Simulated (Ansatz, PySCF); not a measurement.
Reaction (SMILES): [LiH] (LiH) → [LiH] (LiH) as doublet, charge -1 (an electron is taken up)

Quantity: adiabatic electron affinity (0 K, with zero-point energies), in eV. Positive where the reaction releases energy. Conventions: 6-311+G** with 5d; non-relativistic; open shells spin-unrestricted; spin-orbit terms left out; six Cartesian d functions in 6-31G* and its kin unless marked 5d; frozen cores in correlated levels. First-principles rows: single points at B3LYP-D3(BJ) geometries (Ansatz, an electronic-structure program), with unscaled harmonic terms from B3LYP/6-31G* at its own minima. The spin state of an ion or metal species was assumed, not searched.

| level | program | adiabatic electron affinity (0 K, with zero-point energies) (eV) |
|---|---|---|
| B3LYP/3-21G | Ansatz | 0.26 |
| B3LYP/6-31G* | Ansatz | 0.11 |
| M06-2X/6-311+G** | PySCF | 0.28 |
| MP2/6-31G* | Ansatz | -0.07 |
| MP2/6-311+G** | Ansatz | 0.28 |
| B3PW91/6-31G* (5d) | PySCF | 0.15 |
| PBE/def2-TZVPD | Ansatz | 0.30 |
| M06-2X/def2-TZVPD | PySCF | 0.10 |
| wB97X-V/def2-TZVPD | Ansatz | 0.16 |

No value to compare with is used here. The 6 habitual levels span -0.07 (MP2/6-31G*) to 0.28 eV (MP2/6-311+G**); wB97X-V/def2-TZVPD gives 0.16.

The levels are drawn from those run, B3LYP/6-31G* more often than the rest, none by its result; runs whose electronic state is in doubt are left out.
